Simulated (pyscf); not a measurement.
Single points on ωB97X-D3(BJ)/def2-SVP structures (PySCF, gas phase).

Q: How much does it cost (ΔH, 298 K, ωB97M-D3(BJ)/def2-TZVP) to split `[OH][Y]([OH])[O][SiH3]` at its O–Si bond into [O–Y(OH)–OH]• + SiH₃•?

A: O–Si to [O–Y(OH)–OH]• + SiH₃•: 133.6 kcal/mol. The 7 functionals that were run give +127.5 (PBE) to +134.3 kcal/mol (M06-2X). The radicals are drawn with the spin at the cut bond; how far it spreads was not checked. Other isomers of [O–Y(OH)–OH]• were not searched in full and may lie lower. Open-shell species with a d-block atom are single-reference here; other states, and whether the spin sits on metal or ligand, were not checked. Elements past Kr carry the def2 core potentials, without spin-orbit coupling.
